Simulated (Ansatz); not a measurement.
A made-up structure of CH₃OS, doublet:

```xyz
6
angstrom
O -1.2798 -0.2668 -0.2965
C -0.0630 0.2690 -0.5300
S 1.3550 -0.3383 0.2327
H 2.6429 -0.6494 -0.0741
H -0.0910 1.2071 -1.0651
H 1.2368 0.2195 1.4675
```

It is relaxed with PBE-D4/def2-SVP and then PBE0-D4/def2-TZVP (Ansatz 0.2.0). Atoms count as bonded within 1.22 times the sum of their covalent radii (H–H: 0.88 Å). The end point is not checked to be a true minimum.

Q: Does its bonding change? (Judge from chemistry; the calculation decides.)

A: The calculation gives: Yes. Formed: none; broken: C2–S3.

Where it ends: The first stage lowers the energy by 2.30 eV in 45 steps. It ends as a complex of CHO ([CH][O]) + H₂S:
```tsv
atom	x (Å)	y (Å)	z (Å)
O1	-1.2849	0.7629	-0.0396
C2	-0.4518	0.7916	-0.8620
S3	2.1460	-0.8059	0.3639
H4	2.4074	0.4983	0.5396
H5	-0.3061	0.0222	-1.6646
H6	1.2901	-0.8281	1.3972
```

Labels in which every atom is bracketed show which atoms are joined, not bond orders.

For scale, one of the runs: PBE0-D4/def2-TZVP relaxation, 117 basis functions, launched by `ansatz run in.yaml --threads 2 --pin off --events-out ev --progress --plain --max-ram 4352MiB`. The run took about 20 s on 2 CPU threads of an Intel Xeon 6975P-C (shared host).
